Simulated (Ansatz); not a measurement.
# CO2: the cost of one run

Computed with Ansatz 0.2.0 (the levels named in each step, unless a step's input says otherwise).

## Step 1: Starting point

Bond lengths: O1–C2 1.151 Å, C2–O3 1.151 Å. Angles: O1–C2–O3 180.0°.

Coordinates:

```xyz
3

O     0.0000    0.0000   -1.1514
C     0.0000    0.0000    0.0000
O     0.0000    0.0000    1.1514
```

## Step 2: A rough first relaxation, PBE-D4/def2-SVP

This run stands in another session on the same molecule. It ended at:

```xyz
3

O     0.0000    0.0000   -1.1848
C     0.0000    0.0000    0.0000
O     0.0000    0.0000    1.1848
```

## Step 3: Relaxation, HF/STO-3G

input.yaml

```yaml
crystal:
  periodic: [false, false, false]
  atoms:
    - { symbol: O, position_ang: [0.0, 0.0, -1.18481896] }
    - { symbol: C, position_ang: [0.0, 0.0, 2.33e-06] }
    - { symbol: O, position_ang: [0.0, 0.0, 1.18481663] }
magnetization:
  spin_polarized: true
  initial_magnetization: 1
total_charge: 1
basis:
  gaussian: { orbitals: STO-3G }
hamiltonian:
  xc: hf
relax:
  f_tol: 0.002
  max_steps: 150
```

Started as:

```console
ansatz run input.yaml --threads 1 --pin off --max-ram 2560MiB --backend cpu --events-out ev --progress --plain --runs-dir out
```

**Question.** How long does this run take on 1 thread of Intel Xeon at 2.50GHz (Skylake/Cascade Lake), shared host, and how much memory does it need?

About 2.2 s, with a peak of 0.085 GiB.
